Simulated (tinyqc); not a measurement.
Inside a calculation. Method: RHF in the sto-3g basis, for H2O, spin multiplicity 1. One step of it, computed by the program tinyqc.

Problem. Iteration 2: building the Fock matrix. J_ij = sum D_kl (ij|kl), K_ij = sum D_kl (ik|jl); F = H + J - 0.5 K; E = tr D H + tr D J / 2 - 0.25 tr D K + E_nn.

D after iteration 1, order 1O 1s, 1O 2s, 1O 2px, 1O 2py, 1O 2pz, 2H 1s, 3H 1s:
```
[[2.107923, -0.453971, 0.000000, 0.000153, 0.097048, -0.028251, -0.028142],
 [-0.453971, 1.951588, 0.000000, -0.001103, -0.512340, 0.018245, 0.018720],
 [0.000000, 0.000000, 2.000000, 0.000000, 0.000000, 0.000000, 0.000000],
 [0.000153, -0.001103, 0.000000, 1.019390, -0.000335, 0.523379, -0.523950],
 [0.097048, -0.512340, 0.000000, -0.000335, 1.295621, 0.464792, 0.464975],
 [-0.028251, 0.018245, 0.000000, 0.523379, 0.464792, 0.459178, -0.078688],
 [-0.028142, 0.018720, 0.000000, -0.523950, 0.464975, -0.078688, 0.459480]]
```

core Hamiltonian H = T + V (hartree), order 1O 1s, 1O 2s, 1O 2px, 1O 2py, 1O 2pz, 2H 1s, 3H 1s:
```
[[-32.555995, -7.573767, 0.000000, -0.000054, -0.014164, -1.172820, -1.162883],
 [-7.573767, -9.180428, 0.000000, -0.000595, -0.173857, -2.787607, -2.770147],
 [0.000000, 0.000000, -7.329969, 0.000000, 0.000000, 0.000000, 0.000000],
 [-0.000054, -0.000595, 0.000000, -7.432420, -0.000341, -1.596088, 1.588305],
 [-0.014164, -0.173857, 0.000000, -0.000341, -7.397466, -1.342626, -1.335416],
 [-1.172820, -2.787607, 0.000000, -1.596088, -1.342626, -4.466768, -1.030443],
 [-1.162883, -2.770147, 0.000000, 1.588305, -1.335416, -1.030443, -4.455990]]
```

Two-electron integrals (ij|kl) in chemists' order, unique and non-zero (hartree):
```
(11|11) 4.785065    (21|11) 0.741380    (21|21) 0.136873    (22|11) 1.118947
(22|21) 0.256633    (22|22) 0.817206    (31|31) 0.024477    (32|31) 0.037809
(32|32) 0.180518    (33|11) 1.115814    (33|21) 0.256684    (33|22) 0.817023
(33|33) 0.880159    (41|41) 0.024477    (42|41) 0.037809    (42|42) 0.180518
(43|43) 0.047444    (44|11) 1.115814    (44|21) 0.256684    (44|22) 0.817023
(44|33) 0.785270    (44|44) 0.880159    (51|51) 0.024477    (52|51) 0.037809
(52|52) 0.180518    (53|53) 0.047444    (54|54) 0.047444    (55|11) 1.115814
(55|21) 0.256684    (55|22) 0.817023    (55|33) 0.785270    (55|44) 0.785270
(55|55) 0.880159    (61|11) 0.115192    (61|21) 0.021104    (61|22) 0.039373
(61|33) 0.039296    (61|41) 0.000750    (61|42) 0.001413    (61|44) 0.039439
(61|51) 0.000609    (61|52) 0.001147    (61|54) 0.000116    (61|55) 0.039391
(61|61) 0.003296    (62|11) 0.300322    (62|21) 0.069832    (62|22) 0.248663
(62|33) 0.244288    (62|41) 0.004076    (62|42) 0.032072    (62|44) 0.252051
(62|51) 0.003309    (62|52) 0.026040    (62|54) 0.006303    (62|55) 0.249406
(62|61) 0.010996    (62|62) 0.096304    (63|31) 0.007058    (63|32) 0.041986
(63|43) 0.006538    (63|53) 0.005308    (63|63) 0.013224    (64|11) 0.174545
(64|21) 0.041086    (64|22) 0.156197    (64|33) 0.149229    (64|41) 0.009148
(64|42) 0.060898    (64|44) 0.166915    (64|51) 0.001697    (64|52) 0.015355
(64|54) 0.009051    (64|55) 0.152268    (64|61) 0.006734    (64|62) 0.073525
(64|64) 0.068714    (65|11) 0.141717    (65|21) 0.033359    (65|22) 0.126820
(65|33) 0.121163    (65|41) 0.001697    (65|42) 0.015355    (65|44) 0.124906
(65|51) 0.008436    (65|52) 0.054453    (65|54) 0.009577    (65|55) 0.134247
(65|61) 0.005468    (65|62) 0.059697    (65|64) 0.045054    (65|65) 0.049804
(66|11) 0.461876    (66|21) 0.109122    (66|22) 0.447291    (66|33) 0.429831
(66|41) 0.007744    (66|42) 0.085542    (66|44) 0.461065    (66|51) 0.006288
(66|52) 0.069454    (66|54) 0.025360    (66|55) 0.450421    (66|61) 0.017303
(66|62) 0.225079    (66|64) 0.196099    (66|65) 0.159218    (66|66) 0.774606
(71|11) 0.114207    (71|21) 0.020924    (71|22) 0.039039    (71|33) 0.038963
(71|41) -0.000743   (71|42) -0.001400   (71|44) 0.039105    (71|51) 0.000603
(71|52) 0.001136    (71|54) -0.000115   (71|55) 0.039056    (71|61) 0.003219
(71|62) 0.010567    (71|64) 0.005953    (71|65) 0.005260    (71|66) 0.016494
(71|71) 0.003240    (72|11) 0.298352    (72|21) 0.069376    (72|22) 0.247112
(72|33) 0.242760    (72|41) -0.004050   (72|42) -0.031895   (72|44) 0.250485
(72|51) 0.003286    (72|52) 0.025881    (72|54) -0.006268   (72|55) 0.247846
(72|61) 0.010588    (72|62) 0.076450    (72|64) 0.040541    (72|65) 0.046062
(72|66) 0.144599    (72|71) 0.010831    (72|72) 0.095185    (73|31) 0.007005
(73|32) 0.041696    (73|43) -0.006498   (73|53) 0.005273    (73|63) 0.010115
(73|73) 0.013056    (74|11) -0.173627   (74|21) -0.040871   (74|22) -0.155424
(74|33) -0.148494   (74|41) 0.009084    (74|42) 0.060524    (74|44) -0.166082
(74|51) -0.001687   (74|52) -0.015278   (74|54) 0.008998    (74|55) -0.151517
(74|61) -0.005973   (74|62) -0.040616   (74|64) -0.011899   (74|65) -0.023989
(74|66) -0.069901   (74|71) -0.006641   (74|72) -0.072768   (74|74) 0.068049
(75|11) 0.140886    (75|21) 0.033164    (75|22) 0.126115    (75|33) 0.120492
(75|41) -0.001687   (75|42) -0.015278   (75|44) 0.124218    (75|51) 0.008374
(75|52) 0.054093    (75|54) -0.009521   (75|55) 0.133491    (75|61) 0.005274
(75|62) 0.046084    (75|64) 0.023959    (75|65) 0.037472    (75|66) 0.095032
(75|71) 0.005389    (75|72) 0.059046    (75|74) -0.044623   (75|75) 0.049264
(76|11) 0.101426    (76|21) 0.023820    (76|22) 0.092674    (76|33) 0.090417
(76|41) -1.50e-06   (76|42) -0.000019   (76|44) 0.092184    (76|51) 0.001728
(76|52) 0.016465    (76|54) -4.73e-06   (76|55) 0.095319    (76|61) 0.003714
(76|62) 0.036016    (76|64) 0.023904    (76|65) 0.025116    (76|66) 0.089182
(76|71) 0.003682    (76|72) 0.035829    (76|74) -0.023830   (76|75) 0.025001
(76|76) 0.017101    (77|11) 0.460535    (77|21) 0.108808    (77|22) 0.446166
(77|33) 0.428776    (77|41) -0.007708   (77|42) -0.085256   (77|44) 0.459900
(77|51) 0.006255    (77|52) 0.069179    (77|54) -0.025255   (77|55) 0.449269
(77|61) 0.016587    (77|62) 0.145148    (77|64) 0.070047    (77|65) 0.095329
(77|66) 0.300345    (77|71) 0.017106    (77|72) 0.223511    (77|74) -0.194995
(77|75) 0.158224    (77|76) 0.089182    (77|77) 0.774606
```

nuclear repulsion = 7.82882782 hartree

Give: Coulomb J; exchange K; Fock matrix F; total energy of this density.

Solution.

Coulomb J (hartree), order 1O 1s, 1O 2s, 1O 2px, 1O 2py, 1O 2pz, 2H 1s, 3H 1s:
```
[[17.4562, 3.2938, 0.0000, 0.0000, -0.0092, 0.5080, 0.5036],
 [3.2938, 8.2172, 0.0000, 0.0001, 0.0182, 2.4849, 2.4694],
 [0.0000, 0.0000, 8.2220, 0.0000, 0.0000, 0.0000, 0.0000],
 [0.0000, 0.0001, 0.0000, 8.2017, 0.0001, 1.5563, -1.5486],
 [-0.0092, 0.0182, 0.0000, 0.0001, 8.2042, 1.2750, 1.2680],
 [0.5080, 2.4849, 0.0000, 1.5563, 1.2750, 4.5968, 0.9329],
 [0.5036, 2.4694, 0.0000, -1.5486, 1.2680, 0.9329, 4.5867]]
```

exchange K (hartree), order 1O 1s, 1O 2s, 1O 2px, 1O 2py, 1O 2pz, 2H 1s, 3H 1s:
```
[[9.7800, 1.6608, 0.0000, 0.0000, 0.0034, 0.2705, 0.2683],
 [1.6608, 2.6310, 0.0000, 0.0001, -0.1274, 0.8871, 0.8821],
 [0.0000, 0.0000, 2.2760, 0.0000, 0.0000, 0.0000, 0.0000],
 [0.0000, 0.0001, 0.0000, 1.8568, 0.0006, 0.5874, -0.5857],
 [0.0034, -0.1274, 0.0000, 0.0006, 1.9648, 0.4894, 0.4878],
 [0.2705, 0.8871, 0.0000, 0.5874, 0.4894, 0.9951, 0.2828],
 [0.2683, 0.8821, 0.0000, -0.5857, 0.4878, 0.2828, 0.9908]]
```

Fock matrix F (hartree), order 1O 1s, 1O 2s, 1O 2px, 1O 2py, 1O 2pz, 2H 1s, 3H 1s:
```
[[-19.9898, -5.1104, 0.0000, -0.0001, -0.0250, -0.8001, -0.7934],
 [-5.1104, -2.2787, 0.0000, -0.0005, -0.0919, -0.7463, -0.7418],
 [0.0000, 0.0000, -0.2460, 0.0000, 0.0000, 0.0000, 0.0000],
 [-0.0001, -0.0005, 0.0000, -0.1591, -0.0005, -0.3335, 0.3325],
 [-0.0250, -0.0919, 0.0000, -0.0005, -0.1757, -0.3123, -0.3113],
 [-0.8001, -0.7463, 0.0000, -0.3335, -0.3123, -0.3675, -0.2390],
 [-0.7934, -0.7418, 0.0000, 0.3325, -0.3113, -0.2390, -0.3647]]
```

total energy of this density = -74.882992 hartree
